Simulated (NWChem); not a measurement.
Species: C$_{2}$H$_{4}$ cation, doublet; SMILES of the neutral closed-shell parent C=C

```xyz
6

C      0.0000     0.7005     0.0000
C      0.0000    -0.7005     0.0000
H      0.9114     1.2647    -0.2104
H     -0.9114     1.2647     0.2104
H     -0.9114    -1.2647    -0.2104
H      0.9114    -1.2647     0.2104
```
Atoms are numbered in this order, from 1.

Program: NWChem. Pople sets run with spherical d functions. Spin-unrestricted. In the optimisation the excess spin sits in b1 (D2, its own frame). Coordinates come from a B3LYP/6-31G* (spherical d), spin-unrestricted optimisation. This spin state was assumed; another may lie lower. No stability test was run on the SCF state. Atomic charges in e: unrestrained fits to the electrostatic potential beside Mulliken populations; buried atoms are poorly determined by the fit.

Problem. Estimate the computed values for UHF/6-31G*. Quantities: ESP C1; Mulliken C1; ESP C2; Mulliken C2; relative RMS misfit of the potential (%).

Solution. 
```yaml
ESP C1: 0.15
Mulliken C1: -0.18
ESP C2: 0.14
Mulliken C2: -0.18
relative RMS misfit of the potential (%): 2
```
